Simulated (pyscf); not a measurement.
Four-centre exchange: HN=Si: (SMILES N=[Si]) [singlet] + H₂O (SMILES O) -> HN=Si: (SMILES N=[Si]) [singlet] + H₂O (SMILES O)

Gas phase, singlet surface, charge 0. Bonds broken: N1–H3, O4–H5. Bonds formed: N1–H5, H3–O4. Optimised with ωB97X-D3(BJ)/def2-SVP in PySCF. MP2 and CC: frozen core, UHF for open shells. ΔMP2 is the change of the MP2 total energy from the triple- to the quadruple-zeta basis.

Transition state (Å):

```xyz
6

N     -0.7266    -0.2827     0.7805
Si    -0.0914    -0.3710     2.2167
H     -0.7643    -0.4751    -0.6248
O     -1.6438    -0.1473    -1.3035
H     -1.7328     0.0453    -0.1648
H     -1.3735     0.6989    -1.6920
```

One imaginary mode, 2230i cm⁻¹; descent along it reached the two sides named.

| bond | change | reactant side (Å) | saddle | product side |
|---|---|---|---|---|
| N1–H3 | breaks | 1.016 | 1.419 | 3.2 |
| O4–H5 | breaks | 0.966 | 1.158 | 1.994 |
| N1–H5 | forms | 3.2 | 1.419 | 1.016 |
| H3–O4 | forms | 1.993 | 1.158 | 0.966 |

Electronic energies relative to the separated reactants (kcal/mol):

```
level                             barrier  reaction energy  reverse barrier
--------------------------------  -------  ---------------  ---------------
ωB97X-D3(BJ)/def2-TZVP               51.6              0.0             51.6
PBE/def2-TZVP                        41.6              0.0             41.6
r²SCAN/def2-TZVP                     45.4              0.0             45.4
B3LYP-D3(BJ)/def2-TZVP               48.7              0.0             48.7
PBE0-D3(BJ)/def2-TZVP                46.5              0.0             46.5
M06-2X/def2-TZVP                     49.2              0.0             49.2
ωB97M-D3(BJ)/def2-TZVP               50.3              0.0             50.3
HF/def2-TZVP                         70.5              0.0             70.5
MP2/def2-QZVPP                       49.7              0.0             49.7
CCSD/def2-TZVPP                      56.3              0.0             56.3
CCSD(T)/def2-TZVPP                   52.6              0.0             52.6
CCSD(T)/def2-TZVPP + ΔMP2(QZVPP)     53.0              0.0             53.0
```

With CCSD(T)/def2-TZVPP + ΔMP2(QZVPP) energies and thermal terms (ideal gas, 1 atm, RRHO with modes under 100 cm⁻¹ raised to 100, one conformer, R ln 2 for chiral ones without a mode under 150 cm⁻¹), in kcal/mol:

```tsv
T (K)	ΔH‡	ΔG‡	ΔH	ΔG
298	49.9	58.4	0.0	0.0
600	49.6	67.1	0.0	0.0
900	49.9	75.8	0.0	0.0
1200	50.5	84.3	0.0	0.0
```

The reactants may also form a dative adduct at HN=Si: [singlet]; it and routes through it were not searched. The products may also form a dative adduct at HN=Si: [singlet]; it and routes through it were not searched. The same reactants have a lower exit, to HN=SiH–OH (barrier +41.8 kcal/mol at ωB97M-D3(BJ), against +50.3 kcal/mol here). One saddle was located; it need not be the lowest between these sides. The CCSD(T) − MP2 part came from Ansatz, without density fitting, on the same reference.
